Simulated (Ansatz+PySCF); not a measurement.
A calculation with Ansatz (development build ahead of 0.2.0).

```yaml
crystal:
  periodic: [false, false, false]
  atoms:
    - { symbol: C, position_ang: [0.0, 0.0, -0.72338] }
    - { symbol: C, position_ang: [0.0, 0.0, 0.72338] }
    - { symbol: H, position_ang: [0.0, -0.93255, -1.30259] }
    - { symbol: H, position_ang: [0.0, 0.93255, -1.30259] }
    - { symbol: H, position_ang: [-0.93255, 0.0, 1.30259] }
    - { symbol: H, position_ang: [0.93255, 0.0, 1.30259] }
basis:
  gaussian: { orbitals: cc-pVDZ }
magnetization:
  spin_polarized: true
hamiltonian:
  xc: hf
correlation:
  method: mp2
  frozen_orbitals: { C: 1, H: 0 }
scf:
  omitted_lower_state_checks: [stability, starts, atomic_configurations, cluster_reference, orbital_swaps, given_window_search, neighbouring_geometries, increment]
```

The input is written out in the form of the current development build from the run's settings.

Output:

| Property | Result |
| --- | --- |
| Converged | yes |
| Reference energy | -77.83452 hartree |
| Correlation energy | -0.26245 hartree |
| Total energy | -78.09698 hartree |
| Spin squared of the determinant | 0.000 |
| Occupied orbitals by symmetry in an Abelian subgroup (alpha; beta) | 5 A1 2 B1 1 B2; 5 A1 2 B1 1 B2 |

This is not the lowest solution: another run reaches a determinant 3.84 eV lower. Caution: another reference gives a lower total.
